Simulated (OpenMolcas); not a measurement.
# Potential curves of NaH⁺: spin-free states

Computed with OpenMolcas 26.06: state-averaged CASSCF(1,5) over Na 3s 3p, H 1s, XMS-CASPT2 (IPEA 0.25, imaginary shift 0.2 hartree), scalar X2C, ANO-RCC-VTZP, then RASSI spin–orbit state interaction with atomic mean-field integrals. C2 symmetry about the axis (a holds Σ, Δ, Γ; b holds Π, Φ, H; Σ⁺ and Σ⁻ are not told apart); roots by multiplicity and irrep: 2a 1.

XMS-CASPT2 energies in eV from the lowest point. Curves are followed by energy order within each symmetry, so they are adiabatic and may change character at avoided crossings; Σ⁺ and Σ⁻ are counted together.

```
R (Å)  (1)2Σ
2.170  0.064
2.296  0.027
2.409  0.010
2.523  0.002
2.649  0.000
2.775  0.003
2.952  0.010
3.179  0.022
3.532  0.039
4.037  0.054
4.794  0.065
5.803  0.070
```

(1) With masses 22.990 and 1.008 u, fit the curves (1)2Σ near their minima.

Only roots inside an energy window near the equilibrium distance were included, so the list of states is not complete; labels number the states computed. Each spin and symmetry block has orbitals of its own, averaged over its own roots, so gaps between blocks are less sure than gaps within one and near the minimum can be off by tenths of an eV, in bad cases by more. No Rydberg orbitals are active, so Rydberg states, and σ→σ* states whose orbital the CASSCF left unused, can be missing between those listed. At stretched bonds a block can hold a wrong CASSCF solution and miss its lowest state; points past a visible jump are left out. No roots were computed in block 2b (none fell in the window or the block failed), so states of that kind are missing and can lie low or lowest. Points that failed a check (symmetry, reference weights, a jump) are left out.

## Answers

(1) At XMS-CASPT2, Te from the lowest curve (the fit fixes ωe to a per cent or two; the method's Re and ωe can be off by some per cent):

| curve | Te (cm⁻¹) | Re (Å) | ωe (cm⁻¹) |
| --- | --- | --- | --- |
| (1)2Σ | 0 | 2.624 | 296.2 |
